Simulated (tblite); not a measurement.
# C3H8O4: the cost of one run

Computed with tblite 0.8.0 and PySCF 2.14.0; each step states its level. No surroundings beyond the atoms listed, unless a continuum is named. Atoms count from 0, parts from 1.

## 1. The system as given

15 atoms, charge 0, multiplicity 1; geometry: rigid parts in contact. Parts: 1 = atoms 0–2, `O=C=O`, charge 0; 2 = atoms 3–8, `CO`, charge 0; 3 = atoms 9–14, `CO`, charge 0.

## 2. Bringing the parts together with GFN2-xTB

Job settings and geometry (Å):

```
{"job": {"kind": "dock", "xc": "GFN2-xTB", "basis": "xTB"}, "charge": 0, "multiplicity": 1, "parts": [{"atoms": "0-2", "charge": 0, "multiplicity": 1}, {"atoms": "3-8", "charge": 0, "multiplicity": 1}, {"atoms": "9-14", "charge": 0, "multiplicity": 1}]}
O      1.141960    -0.036176    -0.008048
C     -0.003159    -0.019963    -0.012580
O     -1.143474     0.072768     0.027913
C     -1.544925    -2.752920    -1.297535
O     -0.248459    -2.231551    -1.108045
H     -2.214099    -1.897899    -1.374445
H     -1.855229    -3.373636    -0.451586
H     -1.603134    -3.340024    -2.218436
H      0.380419    -2.956138    -1.026601
C     -4.812143    -0.639210    -3.268913
O     -3.841443    -0.689123    -2.252660
H     -4.962883    -1.663920    -3.603109
H     -4.478936    -0.033768    -4.118915
H     -5.764262    -0.242620    -2.900046
H     -3.678698     0.203074    -1.929455
```

With the program's defaults for keys left out, this is: GFN2-xTB search for minima from random contacts, gas phase.

Run with:

```console
OMP_NUM_THREADS=1 python cluster_run.py task.json out
```

One launch serves the whole session: the jobs run in the order shown.

Q: Estimate the wall time of this first job on 1 thread of Arm Neoverse V1, shared host.

About 25 s.
